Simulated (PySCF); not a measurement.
Does the answer move with the share of exact exchange?

Compound: H3Si(SH), H₄SSi.
InChI=1S/H4SSi/c1-2/h1H,2H3

PySCF, pcSseg-2 basis, density fitting, gas phase, PBE0-D3(BJ)/def2-SVP geometry. One functional is left out:

```csv
functional,exact exchange (%),HOMO energy (eV),LUMO energy (eV),dipole moment (D)
B97-D,0,-6.30,-0.79,1.131
BLYP,0,-6.17,-0.85,1.093
BP86,0,-6.42,-0.93,1.130
LDA,0,-6.40,-1.13,1.195
OPBE,0,-6.35,-0.75,1.163
PBE,0,-6.33,-0.92,1.130
B3LYP,20,-7.30,-0.36,1.164
PBE0,25,-7.54,-0.11,1.207
```

Task: Predict the row of mPW1PW91 (25 % exact exchange) by straight lines through the other rows, and check it.

Result: 
```
         property   line  computed  computed − line  PBE0 (25 %), for comparison
 HOMO energy (eV)  -7.54     -7.57            -0.03                        -7.54
 LUMO energy (eV)  -0.16     -0.10            +0.06                        -0.11
dipole moment (D)  1.193     1.200           +0.007                        1.207
```

Task: Which of these properties follows the share of exact exchange most closely, and which least?

Result: Most closely the HOMO energy, least the dipole moment; the correlations over the tabulated rows are HOMO energy -0.989, LUMO energy 0.936, dipole moment 0.587. The HOMO energy moves by -0.485 eV for every 10 %. Functionals with the same share still differ in their other parts: at 0 % BLYP and BP86 differ by 0.25 eV in it.
